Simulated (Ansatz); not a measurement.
```yaml
crystal:
  periodic: [false, false, false]
  atoms:
    - {symbol: Ru, position_ang: [0.000000, 0.000000, 0.000000]}
    - {symbol: F, position_ang: [0.000000, 0.000000, 1.752686]}
    - {symbol: F, position_ang: [0.000000, 0.000000, -1.752686]}
basis:
  gaussian: {orbitals: def2-TZVP}
magnetization: {spin_polarized: true, initial_magnetization: 2}
hamiltonian: {xc: pbe0}
relax: {f_tol: 0.004, max_steps: 80}
```

```sh
$ ansatz run in.yaml --threads 1 --pin off --events-out ev --progress --plain --max-ram 2176MiB
```

Steps of the relaxation (energy above the last step; positions in Å, forces in eV/Å):

```
3
step 1, 345.9 meV
Ru    0.000    0.000    0.000    0.000    0.000    0.000
F     0.000    0.000    1.753    0.000    0.000    3.813
F     0.000    0.000   -1.753    0.000    0.000   -3.813
```

```
3
step 2, 20.4 meV
Ru    0.000    0.000    0.000    0.000    0.000    0.000
F     0.000    0.000    1.826    0.000    0.000    0.802
F     0.000    0.000   -1.826    0.000    0.000   -0.802
```

```
3
step 3, 0.4 meV
Ru    0.000    0.000    0.000    0.000    0.000    0.000
F     0.000    0.000    1.849    0.000    0.000    0.101
F     0.000    0.000   -1.849    0.000    0.000   -0.101
```

```
3
step 4, 0.0 meV
Ru    0.000    0.000    0.000    0.000    0.000    0.000
F     0.000    0.000    1.853    0.000    0.000    0.003
F     0.000    0.000   -1.853    0.000    0.000   -0.003
```

Close pairs at the end: Ru1–F2 1.853 Å, Ru1–F3 1.853 Å.

A stationary point of unrestricted PBE0 after 4 steps, with ⟨S²⟩ = 2.809 against 2.00 for a pure state; no frequencies were run, so it isn't proven a minimum. 73 s on 1 thread of Arm Neoverse V1, shared host.
